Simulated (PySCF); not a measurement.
# Identify the compound

Molecular formula: C$_{4}$H$_{9}$NO. Simulated spectra:

1H NMR (300 MHz, computed): δ 4.69 (br, 1H), 4.53 (br, 1H), 1.95 (t, 2H), 1.67 (m, 2H), 0.97 (t, 3H).

13C{1H} NMR (computed): δ 172.6 (C), 39.2 (CH2), 21.5 (CH2), 15.9 (CH3).

[PySCF 2.14.0 with density-fitted response routines: geometry from GFN2-xTB; PBE0/pcSseg-1 with gauge-including orbitals; a single conformation; relativity neglected; equivalent nuclei averaged; in vacuum]

Scale: 1H, 13C against TMS (reference shieldings calculated alike).

Question: Propose a structure and justify it.

Answer: 
1. The formula gives 1 degree of unsaturation (no ring in the answer).
2. 4 carbon signals for 4 carbons: no two carbons are equivalent.
3. Carbon types of the structure: 1 × C, 2 × CH2, 1 × CH3, leaving 2 H on heteroatoms.
4. δC 172.6: amide carbonyl carbon; it is a carbonyl in resonance with an O or N lone pair, the region of acids, esters and amides.
5. δC 39.2: sp3 CH2 α to a carbonyl; α to the electron-withdrawing carbonyl group.
6. δC 21.5: sp3 CH2; aliphatic region, no heteroatom directly attached.
7. δC 15.9: methyl carbon; aliphatic region, no heteroatom directly attached.
8. δH 4.69, 4.53: hydrogen on an amide-type nitrogen; exchangeable; this is the value without hydrogen bonding to other molecules.
9. δH 1.95: hydrogen on an sp3 CH2 α to a carbonyl; α to C=O.
10. δH 0.97: hydrogen on a methyl carbon; far from electronegative atoms and π systems.

These data were computed for SMILES CCCC(N)=O.

The shifts were computed for this structure.

OH and NH positions are those of a molecule without intermolecular hydrogen bonds; in solution they move with solvent, concentration and temperature, and exchange usually removes their couplings. Rotation about the amide-type C–N bond is slow at room temperature, so the two groups on nitrogen are listed apart. Shifts are as computed. Against solution values, carbons near 30 ppm lie about +3 ppm off and those near 130 ppm about +5 ppm. Of 1211 compounds with measured shifts, 218 miss one by over three times the rms of a fit or turn the order of signals round; such compounds aren't used in these exercises. Hydrogen bonding in solution deshields acid and N–H amide carbonyl carbons by as much as 10 ppm beyond these values. No couplings were computed; multiplicities are counted from neighbouring protons, with m where these are inequivalent, close in shift, in a saturated or five-membered ring or joined by F or P, and br s for small geminal =CH2 splittings.
